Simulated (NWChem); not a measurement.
## Correlation energy of hydrogen sulfide (H₂S)

```xyz
3

S      0.0000     0.0000     0.1056
H     -0.9740     0.0000    -0.8447
H      0.9740     0.0000    -0.8447
```
Charge 0, spin multiplicity 1.

The numbers come from NWChem runs, not from measurements. Structure: optimised with PBE/def2-SVP, a minimum by its harmonic frequencies.

Basis set: 6-31G*. Each correlation energy counts from its own Hartree-Fock reference.

The correlated methods keep 5 core orbitals frozen. The Pople sets run with spherical d functions. No row is a measurement; the coupled-cluster row has its own basis-set and correlation limits.

```json
[
 {"method": "CR-CCSD(T)", "correlation energy (mHa)": "-145.9"},
 {"method": "CCSD+T(CCSD)", "correlation energy (mHa)": "-146.4"},
 {"method": "SCS-MP2", "correlation energy (mHa)": "(withheld)"},
 {"method": "CR-CCSD[T]", "correlation energy (mHa)": "-146.0"},
 {"method": "CCSD(T)", "correlation energy (mHa)": "-146.3"},
 {"method": "CCSDT", "correlation energy (mHa)": "(withheld)"},
 {"method": "MP2", "correlation energy (mHa)": "-120.8"},
 {"method": "CCSD", "correlation energy (mHa)": "-143.4"}
]
```

**Question.** Complete the blanks.

**Answer.** 
- SCS-MP2, correlation energy (mHa): -123.5
- CCSDT, correlation energy (mHa): -146.7
